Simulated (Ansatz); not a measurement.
HAlGa, doublet: the ladder up to UCCSDT(Q)

Geometry: a PBE0/def2-TZVP stationary point for this spin, not checked as a minimum.

| atom | x (Å) | y (Å) | z (Å) |
| --- | --- | --- | --- |
| Al | 0.0000 | 0.0000 | 0.3496 |
| Ga | 0.0000 | 0.0000 | -2.3209 |
| H | 0.0000 | 0.0000 | 1.9714 |

Basis cc-pVTZ; Ansatz 0.2.0. Correlated methods freeze the noble-gas cores and the filled d shells of p-block atoms, which leaves 7 electrons in 72 orbitals. R marks a restricted (for open shells ROHF) determinant, U an unrestricted one. Active spaces: valence = (7e, 9o) chosen from the atoms' valence shells. No spin–orbit coupling is included, and no scalar relativity.

Full CI isn't at hand for all of this; UCCSDT(Q) serves as the reference, and is uncertain by the last step of the cluster series or more. The frozen core follows each run's orbitals, which can shift R against U totals by a few meV for light atoms and by up to 0.1 eV past Ca.

The UHF ⟨S²⟩ is 0.972. The ⟨S²⟩ of the determinant under UCCSD is 0.784, the T1 diagnostic (RCCSD) is 0.0219 and the largest doubles amplitude (RCCSD) is 0.069. The T1 diagnostic (UCCSD) is 0.0274.

| level | E − E(UMP2) (eV) |
| --- | --- |
| UCCSD | -0.8256 |
| UCCSD(T) | -0.9855 |

Q: Estimate how far UCCSDT(Q) in cc-pVTZ lies from UCCSD(T). The table doesn't fix it; the size of (T) and the diagnostics are the guide.

A: UCCSDT(Q) in cc-pVTZ lies 4.8 kJ/mol below UCCSD(T), which is 31 % of the (T) step (-15.4 kJ/mol). The diagnostics give no warning, yet the rest is a sizeable part of (T). The miss exceeds 1 kcal/mol.

The other levels:

```tsv
level	E − E(UCCSDT(Q)) (kJ/mol)	wall time
UCCSDT	0.9	–
```

Run but not shown, since their state, orbitals or frozen core can't be matched to the reference's or they repeat it: RHF, UHF, RMP2, RCCSD, RCCSD(T), BCCD(T), RCCSDT, RCCSDT(Q), CASSCF (valence space), NEVPT2 (valence space), MRCISD (valence space), MRCISD+Q (valence space).

Natural occupations of CASSCF (valence space) about the gap: 1.975 1.942 1.883 0.989 0.060 0.054 0.045 0.035 0.016; effectively unpaired electrons, Σ n²(2−n)², 1.10.

Atomization energy (electronic, same basis, no zero-point term; atoms at the same level, unrestricted beside the R rows where the molecule is a closed shell, but restricted open-shell past Ca, as are all atoms' steps beyond CCSDT(Q)) at UCCSDT(Q): 387.6 kJ/mol. Errors of other levels:

```tsv
level	error (kJ/mol)
UMP2	-18.7
UCCSD	-12.7
UCCSD(T)	-2.8
UCCSDT	-0.9
```

This basis is far from its limit, so the value isn't to be set against a measured one.
